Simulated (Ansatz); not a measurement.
Frontier orbitals of BH3OSi (`B1O[SiH2]1`).

Cartesian coordinates in Å:
```
B -0.6635 0.4351 -0.8361
O 0.2714 1.0921 -0.1368
Si 0.2793 -0.5452 0.4885
H -1.3910 0.7910 -1.7071
H -0.0868 -0.5743 1.9238
H 1.5905 -1.1987 0.2678
```

Charge 0, multiplicity 1. Geometry: relaxed with PBE0-D4/def2-TZVP. Basis def2-TZVPP, the Gaussian-basis code of Ansatz.

```csv
functional,HOMO (eV),LUMO (eV),gap (eV)
PBE,-5.98,-2.04,3.94
PBE0,-7.11,-1.01,6.10
HSE06 (plane-wave form),-6.71,-1.40,5.31
BHLYP,-8.15,0.06,8.21
ωB97M-V,-9.24,1.00,10.24
```

(1) What is the vertical ionisation energy at frozen-core CCSD(T)/CBS(def2)? (Estimate.)

Results:

(1) Computed: 9.60 eV (T1 of the cation 0.020).

A quarter of exact exchange (PBE0) shifts PBE's HOMO by −1.13 eV and its LUMO by +1.03 eV; full exchange at long range (ωB97M-V) shifts them by −3.26 and +3.04 eV. The gap opens from 3.94 to 10.24 eV, since occupied levels lose self-interaction and empty ones feel all the electrons. A positive LUMO is unbound and depends on the basis. −ε(HOMO) differs from that ionisation energy by −3.63 eV with PBE and −0.37 eV with ωB97M-V.
